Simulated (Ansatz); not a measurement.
The input, for Ansatz 0.2.0:

```yaml
crystal:
  periodic: [false, false, false]
  atoms:
    - {symbol: B, position_ang: [-0.127636, 0.000010, 0.072515]}
    - {symbol: H, position_ang: [0.298674, 0.539088, -1.008424]}
    - {symbol: H, position_ang: [0.771741, -0.000061, 1.239069]}
    - {symbol: H, position_ang: [0.298591, -0.539133, -1.008425]}
basis:
  gaussian: {orbitals: "6-31G*"}
magnetization: {spin_polarized: true, initial_magnetization: 2}
hamiltonian: {xc: {name: PBE}}
correlation: {method: bccd, electrons: valence}
scf: {lower_state_search: off}
```

```sh
$ ansatz run in.yaml --threads 1 --pin off --events-out ev --progress --plain --max-ram 2393MiB
```

Output:

```
these checks for a lower state are left out or cut short: stability, starts, cluster_reference, orbital_swaps, neighbouring_geometries, increment
235 factors; integrals over basis functions are off by at most 8.5e-4 eV
mean field evaluation 1: about -717.4225 eV, gradient 8.6e0 eV
mean field evaluation 2: about -717.4158 eV, gradient 8.6e0 eV
mean field evaluation 4: about -717.9827 eV, gradient 9.8e-1 eV
mean field evaluation 8: about -717.9913 eV, gradient 1.8e-2 eV
mean field evaluation 16: about -717.9913 eV, gradient 1.8e-6 eV
mean field -717.99134622 eV, -26.3856953014 hartree, gradient 1.8e-6 eV, S^2 2.002912; 0 other end points of the search recorded, 0 dependent functions left out
1 core orbitals not correlated: weight in the atoms' cores, before any rotation towards them, 1.000 or more for the frozen orbitals, at most 0.000 for the correlated occupied ones
reference -713.39822419 eV, -26.2169011802 hartree; 4, 2 occupied and 16, 18 virtual orbitals, 235 factors
second order -1.95526536 eV of doubles, -0.08818580 eV of singles
cycle   1  -2.37997377 eV  change   -3.4e-1 eV  update   5.0e-2
cycle   2  -2.52221060 eV  change   -1.4e-1 eV  update   1.8e-2
cycle   3  -2.54622581 eV  change   -2.4e-2 eV  update   6.0e-3
cycle   4  -2.54632048 eV  change   -9.5e-5 eV  update   2.2e-3
cycle   5  -2.54668547 eV  change   -3.6e-4 eV  update   1.0e-3
cycle   6  -2.54668771 eV  change   -2.2e-6 eV  update   3.2e-4
cycle   7  -2.54679190 eV  change   -1.0e-4 eV  update   1.0e-4
cycle   8  -2.54674488 eV  change    4.7e-5 eV  update   3.5e-5
cycle   9  -2.54674787 eV  change   -3.0e-6 eV  update   1.4e-5
cycle  10  -2.54675034 eV  change   -2.5e-6 eV  update   4.9e-6
Total energy: -715.94497452 eV, -26.3104925289 hartree
Checks for a lower state left out: stability, starts, cluster_reference, orbital_swaps, neighbouring_geometries, increment
```

Ran on 1 thread of Arm Neoverse V2, shared host: 0.39 s wall, 0.15 GiB peak host memory.
